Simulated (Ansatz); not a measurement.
Ansatz (a quantum-chemistry and plane-wave program) input (CCSD(T)/aug-cc-pVDZ):

Ansatz 0.2 input:
```yaml
crystal:
  periodic: [false, false, false]
  atoms:
    - {symbol: C, position_ang: [-0.00541272, 0.00514807, 0.86088345]}
    - {symbol: C, position_ang: [-0.00020344, -0.64634739, -0.49579893]}
    - {symbol: C, position_ang: [0.00648613, 0.64037189, -0.50345144]}
    - {symbol: H, position_ang: [0.90225350, 0.00400638, 1.46236727]}
    - {symbol: H, position_ang: [-0.92057007, 0.01341463, 1.45085018]}
    - {symbol: H, position_ang: [-0.00162276, -1.57792247, -1.03216063]}
    - {symbol: H, position_ang: [0.01471952, 1.56546606, -1.05085530]}
basis:
  gaussian:
    orbitals: aug-cc-pVDZ
magnetization: {spin_polarized: false}
correlation: {method: ccsd_t, electrons: outside_noble_gas}
output: {forces: true}
```

End of the output:

```
cycle   6  -12.01074960 eV  change   -3.7e-5 eV  update   2.3e-4
cycle   7  -12.01070981 eV  change    4.0e-5 eV  update   5.4e-5
cycle   8  -12.01071330 eV  change   -3.5e-6 eV  update   1.7e-5
cycle   9  -12.01071010 eV  change    3.2e-6 eV  update   4.6e-6
perturbative correction -0.48804703 eV, -0.0179353975 hartree
the calculation of the forces begins
Total energy: -3164.57148565 eV, -116.2958570739 hartree
Atom 0 at    -0.005413     0.005148     0.860883 Å, force    -0.004493     0.004274     0.714633 eV/Å
Atom 1 at    -0.000203    -0.646347    -0.495799 Å, force    -0.008801    -2.079768    -0.305963 eV/Å
Atom 2 at     0.006486     0.640372    -0.503451 Å, force     0.012804     2.075961    -0.330679 eV/Å
Atom 3 at     0.902254     0.004006     1.462367 Å, force     0.391470    -0.000670     0.229600 eV/Å
Atom 4 at    -0.920570     0.013415     1.450850 Å, force    -0.394326     0.003386     0.224635 eV/Å
Atom 5 at    -0.001623    -1.577922    -1.032161 Å, force    -0.000768    -0.471052    -0.263321 eV/Å
Atom 6 at     0.014720     1.565466    -1.050855 Å, force     0.004114     0.467869    -0.268906 eV/Å
Dipole moment:     0.000621    -0.000591    -0.098765 e Å
```
